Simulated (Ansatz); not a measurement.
# BH3Cl− (SMILES [H][B-]([H])([H])Cl) at 6 levels

Aim: a comparison of 6 runs (UPBE/STO-3G, r2SCAN/STO-3G, wB97M-V/STO-3G, RPA@PBE/STO-3G, BCCD(T)/STO-3G, CCSDTQ/STO-3G) of BH3Cl−. 

The calculation is run with Ansatz 0.2.0.

6 further runs of the same task are left out: 6 that didn't finish.

**1. The molecule**

BH3Cl− has 5 atoms, charge -1, and is taken as a singlet. SMILES: `[H][B-]([H])([H])Cl`. The H3–B1 distance was set to 1.811 Å, away from the relaxed value. At this shape a bond of the SMILES string is far longer than usual.

Bond lengths: B1–Cl2 1.875 Å, B1–H4 1.208 Å, B1–H5 1.207 Å. Angles: Cl2–B1–H4 106.7°, Cl2–B1–H5 106.7°, H4–B1–H5 112.1°.

**2. A single-point energy at UPBE/STO-3G (run 1)**

Contents of run.yaml:

```yaml
basis:
  gaussian:
    orbitals: STO-3G
crystal:
  periodic: [false, false, false]
  atoms:
    - {symbol: B, position_ang: [-0.578058, -0.003245, 0.010601]}
    - {symbol: Cl, position_ang: [-0.563178, -0.026015, 1.884941]}
    - {symbol: H, position_ang: [1.152300, 0.011380, -0.522240]}
    - {symbol: H, position_ang: [-1.163418, 1.000825, -0.319389]}
    - {symbol: H, position_ang: [-1.154758, -1.002455, -0.343469]}
total_charge: -1
magnetization:
  spin_polarized: true
hamiltonian:
  xc: {name: PBE}
accuracy: high
```

The run is started by

```
$ ansatz run run.yaml --threads 1 --pin off --max-ram 2610MiB --events-out events.jsonl --progress --plain --runs-dir runs
```

The program printed:

```text
Warning: RAYON_NUM_THREADS=1 ignored (pool sized by the plan → 1); use --threads N
Functional definition: PBE
  name "PBE"
  parameter kappa = 0.804
  parameter beta = 0.06672455060314922
  exchange = pbe_x(kappa = kappa, mu = beta*pi^2/3)
  correlation = pbe_c(beta = beta)
281 factors; integrals over basis functions are off by at most 3.5e-8 eV
mean field evaluation 1: about -13091.7258 eV, gradient 1.3e1 eV
mean field evaluation 2: about -13087.9095 eV, gradient 2.5e1 eV
mean field evaluation 4: about -13093.3661 eV, gradient 1.3e-1 eV
mean field evaluation 8: about -13093.2914 eV, gradient 5.8e-4 eV
mean field -13093.29136460 eV, -481.1695826976 hartree, gradient 3.6e-8 eV, S^2 0.000000; 0 other end points of the search recorded, 0 dependent functions left out
reference -13093.29136627 eV, -481.1695827586 hartree; 13, 13 occupied and 4, 4 virtual orbitals, 281 factors
Total energy: -13093.29136627 eV, -481.1695827586 hartree
```

Run time: 2.2 s. Hardware: 1 thread of Intel Xeon Platinum 8259CL at 2.50GHz (Skylake/Cascade Lake), shared host; peak memory 0.14 GiB.

**3. A single-point energy at r2SCAN/STO-3G (run 2)**

Contents of job.yaml:

```yaml
crystal:
  periodic: [false, false, false]
  atoms:
    - {symbol: B, position_ang: [-0.578058, -0.003245, 0.010601]}
    - {symbol: Cl, position_ang: [-0.563178, -0.026015, 1.884941]}
    - {symbol: H, position_ang: [1.152300, 0.011380, -0.522240]}
    - {symbol: H, position_ang: [-1.163418, 1.000825, -0.319389]}
    - {symbol: H, position_ang: [-1.154758, -1.002455, -0.343469]}
basis:
  gaussian: {orbitals: STO-3G}
total_charge: -1
hamiltonian: {xc: r2scan}
accuracy: high
```

The run is started by

```
$ ansatz run job.yaml --threads 1 --pin off --max-ram 2610MiB --events-out events.jsonl --progress --plain --runs-dir runs
```

The program printed:

```text
Warning: RAYON_NUM_THREADS=1 ignored (pool sized by the plan → 1); use --threads N
Functional definition: r2SCAN
  name "r2SCAN"
  parameter k0 = 0.174
  parameter k1 = 0.065
  parameter a1 = 4.9479
  exchange = r2scan_x(k0 = k0, k1 = k1, a1 = a1)
  correlation = r2scan_c
281 factors; integrals over basis functions are off by at most 3.5e-8 eV
mean field evaluation 1: about -13098.0254 eV, gradient 1.8e1 eV
mean field evaluation 2: about -13095.7230 eV, gradient 2.9e1 eV
mean field evaluation 4: about -13099.5572 eV, gradient 1.3e-1 eV
mean field evaluation 8: about -13099.4860 eV, gradient 5.2e-4 eV
mean field evaluation 16: about -13099.4860 eV, gradient 1.6e-8 eV
mean field -13099.48604044 eV, -481.3972328355 hartree, gradient 1.6e-8 eV, S^2 0.000000; 0 other end points of the search recorded, 0 dependent functions left out
reference -13099.48604079 eV, -481.3972328486 hartree; 13, 13 occupied and 4, 4 virtual orbitals, 281 factors
Total energy: -13099.48604079 eV, -481.3972328486 hartree
```

Run time: 3 s. Hardware: 1 thread of Intel Xeon Platinum 8259CL at 2.50GHz (Skylake/Cascade Lake), shared host; peak memory 0.14 GiB.

**4. A single-point energy at wB97M-V/STO-3G (run 3)**

Contents of molecule.yaml:

```yaml
crystal:
  periodic: [false, false, false]
  atoms:
    - symbol: B
      position_ang: [-0.578058, -0.003245, 0.010601]
    - symbol: Cl
      position_ang: [-0.563178, -0.026015, 1.884941]
    - symbol: H
      position_ang: [1.152300, 0.011380, -0.522240]
    - symbol: H
      position_ang: [-1.163418, 1.000825, -0.319389]
    - symbol: H
      position_ang: [-1.154758, -1.002455, -0.343469]
basis:
  gaussian: {orbitals: STO-3G}
total_charge: -1
hamiltonian: {xc: {name: wB97M-V}}
accuracy: high
```

The run is started by

```
$ ansatz run molecule.yaml --threads 1 --pin off --max-ram 2610MiB --events-out events.jsonl --progress --plain --runs-dir runs
```

The program printed:

```text
Warning: RAYON_NUM_THREADS=1 ignored (pool sized by the plan → 1); use --threads N
Functional definition: wB97M-V
  name "wB97M-V"
  parameter omega = 0.3/bohr
  parameter cx = 0.15
  parameter cx01 = 1.007
  parameter cx10 = 0.259
  parameter css00 = 0.443
  parameter css04 = -1.437
  parameter css10 = -4.535
  parameter css20 = -3.390
  parameter css43 = 4.278
  parameter cos00 = 1.000
  parameter cos10 = 1.358
  parameter cos20 = 2.924
  parameter cos21 = -8.812
  parameter cos60 = -1.390
  parameter cos61 = 9.142
  parameter b = 6.0
  parameter c = 0.01
  gx(w, u) = 1 - cx + cx01*u + cx10*w
  gss(w, u) = css00 + css04*u^4 + css10*w + css20*w^2 + css43*w^4*u^3
  gos(w, u) = cos00 + cos10*w + (cos20 + cos21*u)*w^2 + (cos60 + cos61*u)*w^6
  exchange = spin_sum(e_x_unif_sr(omega)*gx(b97_w, b97_u_x)) + cx*exact_x_sr(omega) + exact_x_lr(omega)
  correlation = spin_sum(e_c_pw_mod_same_spin*gss(b97_w, b97_u_same))
      + integral(e_c_pw_mod_opposite_spin*gos(b97_w_opposite, b97_u_opposite)) + vv10(b, c)
281 factors; integrals over basis functions are off by at most 3.5e-8 eV
137 factors; integrals over basis functions are off by at most 6.6e-10 eV
mean field evaluation 1: about -13098.8990 eV, gradient 2.0e1 eV
mean field evaluation 2: about -13100.3476 eV, gradient 1.3e1 eV
mean field evaluation 4: about -13100.9620 eV, gradient 8.2e-2 eV
mean field evaluation 8: about -13100.9006 eV, gradient 1.6e-3 eV
mean field evaluation 16: about -13100.9006 eV, gradient 3.1e-8 eV
mean field -13100.90064189 eV, -481.4492184799 hartree, gradient 3.1e-8 eV, S^2 0.000000; 0 other end points of the search recorded, 0 dependent functions left out
reference -13100.90064415 eV, -481.4492185632 hartree; 13, 13 occupied and 4, 4 virtual orbitals, 281 factors
Total energy: -13100.90064415 eV, -481.4492185632 hartree
```

Run time: 14 s. Hardware: 1 thread of Intel Xeon Platinum 8259CL at 2.50GHz (Skylake/Cascade Lake), shared host; peak memory 0.26 GiB.

Runs 4 to 5 aren't shown in full; the table further down has their settings and results.

**5. A single-point energy at CCSDTQ/STO-3G (run 6)**

Contents of molecule.yaml:

```yaml
crystal:
  periodic: [false, false, false]
  atoms:
    - {symbol: B, position_ang: [-0.578058, -0.003245, 0.010601]}
    - {symbol: Cl, position_ang: [-0.563178, -0.026015, 1.884941]}
    - {symbol: H, position_ang: [1.152300, 0.011380, -0.522240]}
    - {symbol: H, position_ang: [-1.163418, 1.000825, -0.319389]}
    - {symbol: H, position_ang: [-1.154758, -1.002455, -0.343469]}
basis:
  gaussian:
    orbitals: STO-3G
total_charge: -1
correlation:
  method: ccsdtq
  frozen_orbitals: {B: 1, Cl: 5, H: 0}
accuracy: high
scf:
  omitted_lower_state_checks: [cluster_reference, increment]
```

The run is started by

```
$ ansatz run molecule.yaml --threads 1 --pin off --max-ram 2610MiB --events-out events.jsonl --progress --plain --runs-dir runs
```

The program printed:

```text
Warning: RAYON_NUM_THREADS=1 ignored (pool sized by the plan → 1); use --threads N
Functional definition: HF
  name "HF"
  exchange = exact_x
  correlation = 0
these checks for a lower state are left out or cut short: cluster_reference, increment
281 factors; integrals over basis functions are off by at most 3.5e-8 eV
mean field evaluation 1: about -13074.3984 eV, gradient 1.8e1 eV
mean field evaluation 2: about -13074.4455 eV, gradient 1.8e1 eV
mean field evaluation 4: about -13076.2157 eV, gradient 1.1e0 eV
mean field evaluation 8: about -13076.2195 eV, gradient 1.8e-4 eV
mean field -13076.21950340 eV, -480.5422033702 hartree, gradient 1.5e-8 eV, S^2 0.000000; 0 other end points of the search recorded, 0 dependent functions left out
6 core orbitals not correlated: weight in the atoms' cores, before any rotation towards them, 1.000 or more for the frozen orbitals, at most 0.000 for the correlated occupied ones
reference -13076.21950340 eV, -480.5422033702 hartree; 7, 7 occupied and 4, 4 virtual orbitals, 281 factors
second order -1.64184615 eV of doubles, -0.00000000 eV of singles
cycle   1  -2.08592138 eV  change   -4.4e-1 eV  update   7.0e-2
cycle   2  -2.39715510 eV  change   -3.1e-1 eV  update   3.1e-2
cycle   3  -2.41936958 eV  change   -2.2e-2 eV  update   7.1e-3
cycle   4  -2.42045842 eV  change   -1.1e-3 eV  update   2.7e-3
cycle   5  -2.42008784 eV  change    3.7e-4 eV  update   9.8e-4
cycle   6  -2.42009132 eV  change   -3.5e-6 eV  update   2.8e-4
cycle   7  -2.42010807 eV  change   -1.7e-5 eV  update   9.9e-5
cycle   8  -2.42013852 eV  change   -3.0e-5 eV  update   4.0e-5
cycle   9  -2.42014955 eV  change   -1.1e-5 eV  update   1.8e-5
cycle  10  -2.42014755 eV  change    2.0e-6 eV  update   4.7e-6
cycle  11  -2.42014626 eV  change    1.3e-6 eV  update   2.4e-6
cycle  12  -2.42014653 eV  change   -2.7e-7 eV  update   6.2e-7
cycle  13  -2.42014647 eV  change    6.4e-8 eV  update   2.9e-7
cycle  14  -2.42014664 eV  change   -1.8e-7 eV  update   1.1e-7
cycle  15  -2.42014666 eV  change   -1.4e-8 eV  update   2.7e-8
cycle  16  -2.42014649 eV  change    1.7e-7 eV  update   3.5e-8
cycle  17  -2.42014644 eV  change    5.1e-8 eV  update   1.2e-8
cycle  18  -2.42014643 eV  change    1.5e-8 eV  update   5.3e-9
cycle  19  -2.42014642 eV  change   4.2e-10 eV  update   2.4e-9
cycle  20  -2.42014643 eV  change  -9.2e-10 eV  update   1.1e-9
cycle  21  -2.42014643 eV  change  -6.1e-10 eV  update  3.4e-10
Total energy: -13078.63964983 eV, -480.6311421109 hartree
Checks for a lower state left out: cluster_reference, increment
```

Run time: 5.7 s. Hardware: 1 thread of Intel Xeon Platinum 8259CL at 2.50GHz (Skylake/Cascade Lake), shared host; peak memory 0.12 GiB.

**6. Overview of the runs**

```tsv
run	level	frozen core orbitals	energy (Eh)	wall time
1	UPBE/STO-3G	–	-481.169583	2.2 s
2	r2SCAN/STO-3G	–	-481.397233	3 s
3	wB97M-V/STO-3G	–	-481.449219	14 s
4	RPA@PBE/STO-3G	6	-480.673028	1.6 s
5	BCCD(T)/STO-3G	6	-480.630968	0.47 s
6	CCSDTQ/STO-3G	6	-480.631142	5.7 s
```

**7. Results**

```
                                          quantity          value
                               run 6: total energy  -480.63114 Eh
run 6: correlation energy (6 core orbitals frozen)      -88.9 mEh
                              run 6: T1 diagnostic          0.011
```

What this shows: Totals of different functionals can't be ranked against each other. In runs 1, 2, 3, 4, 5, 6 the basis is minimal, so the values are rough. All runs together took 27 s, the longest 14 s.
